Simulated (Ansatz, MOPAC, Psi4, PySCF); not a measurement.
System: C4H4N (charge 0, doublet). SMILES: [c]1ccc[nH]1
Geometry from a B3LYP-D3(BJ)/def2-TZVP (Ansatz, a program for electronic structure) optimisation:
```xyz
9

H      0.0145     0.0864     2.1565
N      0.0078     0.0696     1.1531
C      0.0067     1.1511     0.3384
C     -0.0018    -1.0627     0.3579
C     -0.0033     0.7843    -0.9740
C     -0.0088    -0.6491    -0.9503
H     -0.0029    -2.0474     0.7920
H     -0.0064     1.4250    -1.8375
H     -0.0170    -1.2924    -1.8150
```
Charge 0, spin multiplicity 2.

Quantity: size of the dipole moment, in D. Conventions: six Cartesian d functions in 6-31G* and its kin unless marked 5d; LANL2DZ all-electron up to Ne; 6-311+G** with 5d; non-relativistic; spin-orbit terms left out; dispersion terms only where a functional's name holds one; open shells spin-unrestricted. First-principles rows: single points at B3LYP-D3(BJ) geometries (Ansatz). Semi-empirical rows: dipoles at the shared geometry.

| level | program | size of the dipole moment (D) |
|---|---|---|
| AM1 | MOPAC | 3.14 |
| PM3 | MOPAC | 3.39 |
| PM6 | MOPAC | 2.10 |
| MNDO | MOPAC | 2.91 |
| PBE/STO-3G | Ansatz | 1.92 |
| PBE/LANL2DZ | Ansatz | 1.90 |
| PBE/6-311+G** | Ansatz | 1.76 |
| B3LYP/6-31G* | Ansatz | 1.77 |
| M06-2X/6-31G* (5d) | PySCF | 1.80 |
| wB97X-D/6-31G* | Psi4 | 1.79 |

No value to compare with is used here. The 10 habitual levels span 1.76 (PBE/6-311+G**) to 3.39 D (PM3).

The levels are drawn from those run, B3LYP/6-31G* more often than the rest, none by its result; runs whose electronic state is in doubt are left out.
